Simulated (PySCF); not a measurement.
Start geometry of `Cc1ccon1` (3-methylisoxazole) from GFN2-xTB (Å):
```
atom  x, y, z in Å
C1    -1.7081    0.0098    0.1770
C2    -0.2523   -0.2310    0.0301
C3     0.7836    0.7360   -0.0954
C4     1.9108   -0.0171   -0.2027
O5     1.5945   -1.3135   -0.1487
N6     0.2545   -1.4345   -0.0045
H7    -1.8992    0.6290    1.0518
H8    -2.0902    0.5324   -0.6986
H9    -2.2250   -0.9390    0.2835
H10    0.6893    1.8010   -0.1011
H11    2.9474    0.2296   -0.3174
```

Question: What comes out of this run: PySCF, PBE0-D3(BJ)/def2-TZVP geometry optimisation, gas phase?

Answer: 
```
atom  x, y, z in Å
C1    -1.6974   -0.0531   -0.2289
C2    -0.2434   -0.2209    0.0211
C3     0.7948    0.7441   -0.0962
C4     1.9029    0.0550    0.2509
O5     1.5894   -1.2041    0.5526
N6     0.2320   -1.3741    0.4066
H7    -2.1168    0.7136    0.4264
H8    -1.8807    0.2566   -1.2602
H9    -2.2173   -0.9927   -0.0468
H10    0.7187    1.7761   -0.3947
H11    2.9466    0.3173    0.3282
```

The energy falls by 1.9 kJ/mol over 10 energy and gradient evaluations, the largest force component goes from 0.0167 to 2.5e-04 Eh/bohr, and the atoms move by 0.025 Å rms after alignment. The bond that changes most is O5–N6 (ring oxygen to pyridine-type nitrogen), which lengthens by 0.023 Å. Bonds longer at the end by more than 0.005 Å: 3 of 11; shorter: 1. Rotational constants go from 9351, 3564, 2623 to 9300, 3566, 2620 MHz. The orientation of the end geometry is arbitrary; only internal coordinates are fixed.

The run used 216 basis functions and 72 SCF cycles in all. Hardware: one thread, Arm Neoverse V1 (aarch64), shared host with 32 logical CPUs at a one-minute load of 11. Cost: 2.0 min wall, 0.94 GiB resident at most.

PBE0-D3(BJ)/def2-TZVP frequencies: not computed here.
